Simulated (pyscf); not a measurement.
# Hydrogen abstraction: :N–F [triplet] + SiH₄ -> •HN–F + SiH₃•

Gas phase, triplet surface, charge 0. Bonds broken: Si3–H4. Bonds formed: N1–H4. Single points on ωB97X-D3(BJ)/def2-SVP structures (PySCF, gas phase). MP2 and CC: frozen core, UHF for open shells. ΔMP2 is the change of the MP2 total energy from the triple- to the quadruple-zeta basis.

Transition state (Å):

```xyz
7

N      0.2803    -0.0918    -1.4936
F      1.5121     0.4058    -1.5915
Si     0.3673    -0.2187     1.5401
H      0.1721    -0.2013    -0.2539
H      1.5413    -1.0840     1.8547
H      0.6224     1.1850     1.9767
H     -0.8686    -0.7537     2.1826
```

One imaginary mode, 1675i cm⁻¹; descent along it reached the two sides named.

```
bond    change  reactant side (Å)  saddle  product side
------  ------  -----------------  ------  ------------
Si3–H4  breaks              1.490   1.805           2.9
N1–H4    forms                3.1   1.249         1.044
```

Electronic energies relative to the separated reactants (kJ/mol):

```
level                             barrier  reaction energy
--------------------------------  -------  ---------------
ωB97X-D3(BJ)/def2-TZVP               92.7            +78.1
PBE/def2-TZVP                        48.3            +49.8
r²SCAN/def2-TZVP                     67.3            +62.3
B3LYP-D3(BJ)/def2-TZVP               75.7            +66.2
PBE0-D3(BJ)/def2-TZVP                71.4            +60.4
M06-2X/def2-TZVP                     91.4            +67.7
ωB97M-D3(BJ)/def2-TZVP               93.6            +72.9
HF/def2-TZVP                        180.5           +115.8
MP2/def2-QZVPP                      108.3            +63.3
CCSD/def2-TZVPP                     114.0            +75.6
CCSD(T)/def2-TZVPP                  104.9            +72.9
CCSD(T)/def2-TZVPP + ΔMP2(QZVPP)    100.8            +69.0
```

With CCSD(T)/def2-TZVPP + ΔMP2(QZVPP) energies and thermal terms (ideal gas, 1 atm, RRHO with modes under 100 cm⁻¹ raised to 100, one conformer, R ln 2 for rigid chiral ones), in kJ/mol:

| T (K) | ΔH‡ | ΔG‡ | ΔH | ΔG |
|---|---|---|---|---|
| 298 | 92.8 | 121.5 | +72.0 | +63.0 |
| 600 | 95.5 | 149.5 | +71.8 | +53.9 |
| 900 | 98.3 | 175.9 | +70.5 | +45.2 |
| 1200 | 100.7 | 201.4 | +68.8 | +37.1 |

At PBE this geometry lies under the product side: in single points on another level's saddle the reverse barrier vanishes, and the forward threshold there is about the reaction energy. •HN–F + SiH₃• also meet on a surface of lower spin, which isn't treated here. One saddle was located; it need not be the lowest between these sides. The angle at the transferred H is 168°. The CCSD(T) − MP2 part came from Ansatz, without density fitting, on the same reference.
